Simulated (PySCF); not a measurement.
## Working out the ionisation energy of Cl

Cl [Ne] 3s2 3p5 (2P) → Cl⁺ [Ne] 3s2 3p4 (3P). All numbers are calculated (PySCF 2.14, the spin-free X2C one-electron Hamiltonian (Gaussian nucleus), in x2c-QZVPPall). Frozen: [Ne]. Energies in hartree (1 hartree = 27.21139 eV):

| part | Cl (lower) | Cl⁺ (upper) |
| --- | --- | --- |
| UHF | -460.903370 | -460.471729 |
| CCSD correlation | -0.198509 | -0.159700 |
| (T) | -0.007302 | -0.005328 |

**Question.** What does Hartree-Fock give?

**Answer.** (-460.471729) − (-460.903370) = 0.431641 hartree = 11.746 eV.

**Question.** What do CCSD and CCSD(T) give?

**Answer.** The CCSD correlation energies differ by 0.038809 hartree = 1.056 eV and the triples by 0.001974 hartree = 0.054 eV, so CCSD gives 12.802 eV and CCSD(T) 12.856 eV.

Measured between the centres of the two terms (NIST): 12.974 eV, so CCSD(T) (valence) is off by -0.118 eV.

What remains against the reference includes basis incompleteness, the frozen core and higher excitations.
